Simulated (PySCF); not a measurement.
Deuteron quadrupole couplings in DMABN

Compound: DMABN, C9H10N2.
Structure used (PBE0-D3(BJ)/def2-SVP), in Å, numbered top down from 1:
```xyz
21
C9H10N2 angstrom
C     -2.115    1.049   -0.916
N     -1.331    0.499    0.160
C     -1.966    0.148    1.404
C      0.016    0.322    0.004
C      0.817   -0.192    1.053
C      2.179   -0.372    0.888
C      2.810   -0.050   -0.323
C      4.215   -0.239   -0.487
N      5.358   -0.392   -0.619
C      2.026    0.462   -1.369
C      0.663    0.645   -1.213
H     -3.160    1.137   -0.595
H     -2.091    0.412   -1.817
H     -1.768    2.057   -1.207
H     -3.045    0.322    1.323
H     -1.589    0.751    2.250
H     -1.816   -0.917    1.658
H      0.369   -0.452    2.011
H      2.773   -0.770    1.713
H      2.499    0.718   -2.319
H      0.093    1.043   -2.051
```

Level: PBE0/pcSseg-1 (PySCF, non-relativistic); Q(2H) = 0.00286 b; rigid geometry, the same for H and D, with no vibrational averaging.

Question: Rank these positions by the coupling χzz of a deuteron there, largest first.
A. H21 (aromatic hydrogen)
B. H16 (methyl hydrogen)
C. H20 (aromatic hydrogen)
D. H15 (methyl hydrogen)

Answer: A (208 kHz), C (202 kHz), D (196 kHz), B (186 kHz).

Give the electric field gradient Vzz (the principal value of largest size), its asymmetry and the 2H coupling at each hydrogen.

```json
{"atom": "H12", "bonded to": "C1", "bond length (Å)": "1.096", "Vzz (au)": "0.2916", "η": "0.09", "χzz (kHz)": "196"}
{"atom": "H13", "bonded to": "C1", "bond length (Å)": "1.105", "Vzz (au)": "0.2770", "η": "0.05", "χzz (kHz)": "186"}
{"atom": "H14", "bonded to": "C1", "bond length (Å)": "1.105", "Vzz (au)": "0.2768", "η": "0.05", "χzz (kHz)": "186"}
{"atom": "H15", "bonded to": "C3", "bond length (Å)": "1.096", "Vzz (au)": "0.2919", "η": "0.09", "χzz (kHz)": "196"}
{"atom": "H16", "bonded to": "C3", "bond length (Å)": "1.105", "Vzz (au)": "0.2763", "η": "0.05", "χzz (kHz)": "186"}
{"atom": "H17", "bonded to": "C3", "bond length (Å)": "1.104", "Vzz (au)": "0.2776", "η": "0.05", "χzz (kHz)": "187"}
{"atom": "H18", "bonded to": "C5", "bond length (Å)": "1.089", "Vzz (au)": "0.3097", "η": "0.11", "χzz (kHz)": "208"}
{"atom": "H19", "bonded to": "C6", "bond length (Å)": "1.092", "Vzz (au)": "0.3009", "η": "0.07", "χzz (kHz)": "202"}
{"atom": "H20", "bonded to": "C10", "bond length (Å)": "1.092", "Vzz (au)": "0.3010", "η": "0.07", "χzz (kHz)": "202"}
{"atom": "H21", "bonded to": "C11", "bond length (Å)": "1.089", "Vzz (au)": "0.3098", "η": "0.11", "χzz (kHz)": "208"}
```

How does χzz go with the bond length over the 10 C–H bonds?

A straight-line fit has a slope of -13.5 kHz for each 0.01 Å, with a correlation coefficient of -1.00, over lengths from 1.089 to 1.105 Å. The longer bonds have the smaller couplings here.

Isolated species at its PBE0-D3(BJ)/def2-SVP geometry, gas phase. The basis is small and wasn't made for field gradients, so the couplings can be 20 % off.

These values come from a run that also computed NMR shieldings. Hardware: 2 threads of an AMD EPYC 9R45 (shared host). Cost: 17 s wall, 44 s CPU, 1.9 GiB resident at most.
